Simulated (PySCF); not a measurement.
# 1-chloro-1,1-difluoroethane: calculation against experiment

**The experiment to reproduce.**

NIST CCCBDB Release 22 (SRD 101), experimental dipoles lists, for the gas: dipole moment (dielectric constant against temperature) 2.14 D.

The results are set against them at the end.

Compound: 1-chloro-1,1-difluoroethane, C₂H₃ClF₂.
Atom-mapped SMILES: `[CH3:1][C:2]([F:3])([F:4])[Cl:5]` (hydrogens: H6, H7, H8 on C1)

Cartesian coordinates in Å at the GFN2-xTB level; atoms count from 1:
```xyz
8
C2H3ClF2 angstrom
C     -0.8043   -0.1937   -0.0216
C      0.6474    0.2018    0.0801
F      1.1996   -0.2295    1.2302
F      0.7981    1.5400    0.0865
Cl     1.6190   -0.4539   -1.2757
H     -0.8872   -1.2764   -0.0030
H     -1.2212    0.1934   -0.9468
H     -1.3424    0.2279    0.8258
```

Runs made with PySCF (gas phase, on this GFN2-xTB geometry; no spin–orbit coupling):

```
              level                                                                                                   job  basis functions  wall time
CAM-B3LYP/def2-SVPD  8 singlets by full TDDFT, 3 Tamm–Dancoff triplets, polarisability, density and orbital grids written              137       15 s
```

Hardware: one thread, Arm Neoverse V1 (aarch64) (shared host).

**Comparison with experiment**

**Dipole moment.** Measured: 2.14 D (NIST CCCBDB Release 22 (SRD 101), experimental dipoles).

```tsv
level	computed (D)	computed − measured (D)	% (from the printed values)
CAM-B3LYP/def2-SVPD	2.33	+0.19	+9
```

The computed dipoles belong to one fixed geometry; measured ones are averaged over vibrations unless marked μe. Magnitudes are compared, not signs.

No measured geometry was used, and the causes of the misses weren't examined.
